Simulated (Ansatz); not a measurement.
Total energies of C₄H₆O (`O=C1CCC1`).

Z-matrix (Å, degrees):
```
C
C 1 1.525
C 1 1.548 2 88.3
H 1 1.092 2 113.4 3 118.0
H 1 1.092 2 113.5 3 -118.0
O 2 1.193 1 133.7 3 179.9
C 2 1.525 1 92.5 3 -0.0
H 3 1.089 1 114.2 2 117.1
H 3 1.089 1 114.2 2 -117.1
H 7 1.092 2 113.4 1 -118.0
H 7 1.092 2 113.5 1 118.0
```

Total charge 0; spin multiplicity 1. All single points use the PBE0-D4/def2-TZVP geometry. Basis def2-TZVPP, the Gaussian-basis code of Ansatz.

RPA on PBE orbitals: Hartree–Fock energy of these orbitals -229.83538 Eh, correlation -1.42539 Eh (frozen core).

```
functional  energy without D4 (Eh)  D4 term (kJ/mol)
      BLYP              -231.23047             -43.2
     B3LYP              -231.32411             -30.3
```

Q: Give the same for LDA (SPW92), PBE, revPBE, r2SCAN, B97M-V, PBE0, r2SCANh, r2SCAN0, HSE06 (plane-wave form), BHLYP, CAM-B3LYP, LC-ωPBE, ωB97X-V, ωB97M-V, B2PLYP, PBE-QIDH. (Estimate.)

A: Ansatz gave: 
| functional | energy without D4 (Eh) | D4 term (kJ/mol) |
| --- | --- | --- |
| LDA (SPW92) | -229.32562 | – |
| PBE | -231.03222 | -18.9 |
| revPBE | -231.25389 | -67.8 |
| r2SCAN | -231.18568 | -4.7 |
| B97M-V | -231.30261 | – |
| PBE0 | -231.05038 | -15.7 |
| r2SCANh | -231.17433 | -4.8 |
| r2SCAN0 | -231.15841 | -5.3 |
| HSE06 (plane-wave form) | -231.03772 | -14.4 |
| BHLYP | -231.18050 | -20.5 |
| CAM-B3LYP | -231.20491 | -15.5 |
| LC-ωPBE | -231.17378 | – |
| ωB97X-V | -231.25170 | – |
| ωB97M-V | -231.22331 | – |
| B2PLYP | -231.12522 | – |
| PBE-QIDH | -231.01342 | – |

B3LYP takes the VWN-RPA correlation (the form of Gaussian; ORCA's B3LYP/G). HSE06 is the plane-wave form, built on full-range PBE exchange. The double hybrids freeze the cores in their second-order part.

LC-ωPBE has ω = 0.4 bohr⁻¹.
